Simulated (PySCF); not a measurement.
Gas-phase reaction: SiF4 + F2O = SiOF2 + 4 F

Method: PySCF energies (xtb for GFN2) plus ideal-gas RRHO corrections (1 bar). † marks an energy on the PBE0/def2-TZVP geometry and frequencies; other levels use their own. MP2 and CCSD(T) freeze the core. Open shells (unrestricted): F (multiplicity 2); the rest are closed-shell singlets. GFN2 has no spin-polarisation term. Spin-orbit splitting is ignored; it lowers the true energy and changes the entropy of F. B3LYP is the form with VWN-RPA correlation. SiOF2: computed as isolated molecules; such fragments, hydroxides, amides, oligomers or adducts are transient or little studied in the gas. MP2 isn't extrapolated to the basis-set limit. CCSD(T) isn't extrapolated to the basis-set limit.

```tsv
level	ΔH°(298 K), kJ
B3LYP/def2-TZVP†	976
BLYP/def2-TZVP†	1034
CCSD(T)/def2-SVP†	(withheld)
GFN2-xTB	808
MP2/def2-SVP†	927
MP2/def2-TZVPP†	(withheld)
PBE/def2-SVP	1108
PBE/def2-TZVP†	1088
PBE0/def2-TZVP	(withheld)
ωB97M-V/def2-TZVP†	(withheld)
```

Task: Some entries are withheld; supply them.

Result: 
- CCSD(T)/def2-SVP†, ΔH°(298 K), kJ: 876
- MP2/def2-TZVPP†, ΔH°(298 K), kJ: 1016
- PBE0/def2-TZVP, ΔH°(298 K), kJ: 977
- ωB97M-V/def2-TZVP†, ΔH°(298 K), kJ: 999
